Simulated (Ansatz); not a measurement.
I need a ladder of methods at one geometry of CHO (charge +1), SMILES C#[O+]. Use Ansatz's Python interface. Level of theory (for the species named): PBE0, def2-SVP basis, multiplicity 1. The script varies functional: pbe0, cam_b3lyp, hf, hse06, blyp, b3lyp.

```xyz
3

C    -0.0232    0.0005    0.0000
O     1.1047   -0.0220    0.0000
H    -1.0814    0.0215    0.0000
```

`methods_cho.py`
```python
"""CHO(+) at several levels of theory."""

from pathlib import Path

import ansatz as az
import numpy as np


def main() -> None:
    geometry_ang = [
        ("C", (-0.0232, 0.0005, 0.0)),
        ("O", (1.1047, -0.022, 0.0)),
        ("H", (-1.0814, 0.0215, 0.0)),
    ]
    mol = az.Crystal.molecule()
    for symbol, xyz in geometry_ang:
        mol = mol.atom(symbol, xyz)

    model = mol.calculation().basis(gaussian="def2-SVP").charge(1)

    print("functional    E (Ha)        dipole (D)   HOMO (eV)  LUMO (eV)")
    for name in ["pbe0", "cam_b3lyp", "hf", "hse06", "blyp", "b3lyp"]:
        rep = model.functional(name).forces().orbitals().run(threads=1, backend="cpu", runs_dir="runs").report
        lines = Path(rep["orbitals_path"]).read_text().splitlines()
        field_of = lambda key: [line.split("=")[1].strip() for line in lines if line.startswith(key)]
        orbitals = [(27.211386 * float(e), s, float(n)) for e, s, n in zip(field_of("Ene="), field_of("Spin="), field_of("Occup="))]
        homo = max(e for e, _, n in orbitals if n > 0.5)
        lumo = min(e for e, _, n in orbitals if n < 0.5)
        dipole = 4.803205 * np.linalg.norm(rep["charge_distribution"]["dipole_moment_e_ang"])
        print(f"{name:10s} {rep['free_energy_ev'] / 27.211386246:14.6f} {dipole:9.3f} {homo:11.3f} {lumo:10.3f}")


if __name__ == "__main__":
    main()
```

`python methods_cho.py` gives:
```text
functional    E (Ha)        dipole (D)   HOMO (eV)  LUMO (eV)
pbe0          -113.328933     3.712     -22.814    -10.485
cam_b3lyp     -113.409315     3.724     -24.311     -9.157
hf            -112.869026     4.278     -26.650     -5.664
hse06         -113.323774     3.712     -22.401    -10.886
blyp          -113.445478     3.504     -20.997    -11.718
b3lyp         -113.457211     3.676     -22.491    -10.824
```

Reading the output:
- Total energies depend on the basis set; only differences at equal settings carry meaning.
- The geometry is a force-field or estimated start, not a minimum of this method, and the basis set is short of its limit. A lower total doesn't mark the better method: functionals have no common bound, and MP2 and coupled cluster aren't variational.
- An ion's dipole depends on the origin; the program takes it about the centre of nuclear charge.
- b3lyp holds the VWN-RPA fit, as in Gaussian; the form of ORCA and Turbomole is b3lyp5.
- Levels such as HOMO and LUMO are orbital energies: with these approximate functionals they aren't the ionisation energy and electron affinity, and their gap isn't the fundamental gap.
- hse06 follows the composition of plane-wave codes, whose totals differ by tens of mHa, up to about 0.1 Ha, from the form usual in Gaussian-basis programs (wpbeh).
- Timing: 1.8 s on 1 thread of Intel(R) Xeon(R) Processor @ 2.30GHz (shared host), peak memory 0.19 GiB.
